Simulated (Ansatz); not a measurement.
## KOs: from a trial structure to a relaxed crystal

Theory: DFT PBE, scalar-relativistic, plane waves, PAW in Ansatz 0.2.0. Cutoff 420 eV, Γ-centred k mesh, Gaussian smearing, no spin polarisation in the final step.

The start is a random cell of KOs with space group Aem2 (No. 39), drawn with lower limits on the distances.

```yaml
crystal:
  lattice:
    - [7.80306, 0.00000, 0.00000]
    - [0.00000, 2.93420, 2.59835]
    - [0.00000, -2.93420, 2.59835]
  atoms:
    - { symbol: K, position: [0.12500, 0.37500, 0.87500] }
    - { symbol: K, position: [0.87500, 0.87500, 0.37500] }
    - { symbol: Os, position: [0.75426, 0.40995, 0.90995] }
    - { symbol: Os, position: [0.24574, 0.90995, 0.40995] }
```

Cell and atoms relax at zero pressure; the relaxation can't lower the symmetry of the start. After a coarse first stage the cell is made exact in the group found at 0.06 Å.

Energies over the elements count from the elements' standard structures at the same level, with no empirical corrections.

Q: Describe the relaxed structure.

A: It ends in P4/nmm (No. 129). Conventional cell: a = 3.303 Å, c = 10.686 Å. K has 4 K at 3.30 Å and 5 Os at 3.50–3.55 Å; around Os lie 4 Os at 2.52 Å.

Space group P4/nmm:1 (No. 129). a = 3.303 Å, b = 3.303 Å, c = 10.686 Å, α = 90.00°, β = 90.00°, γ = 90.00°
| atom | site | symmetry | x | y | z |
| --- | --- | --- | --- | --- | --- |
| K | 2c | 4mm | 0.5000 | 0.0000 | 0.7882 |
| Os | 2c | 4mm | 0.5000 | 0.0000 | 0.4563 |

Q: What are its volume, energy, density and gap?

A: The volume per atom is 29.14 Å³, the density is 6.53 g/cm³ and the energy over the elements is 0.85 eV/atom. The gap on the 14×14×6 mesh is 0 eV (a metal).

The final run used a 14×14×6 mesh on its 4-atom cell and 0.10 eV smearing. The k mesh leaves about 4 meV/atom of noise in metals. Spin–orbit coupling is left out. Symmetry constrained the relaxation, so the result can be a saddle point.

Cost: 3 runs of about 3.1 core-minutes in all, on Intel Xeon 6975P-C (Granite Rapids) (shared hosts).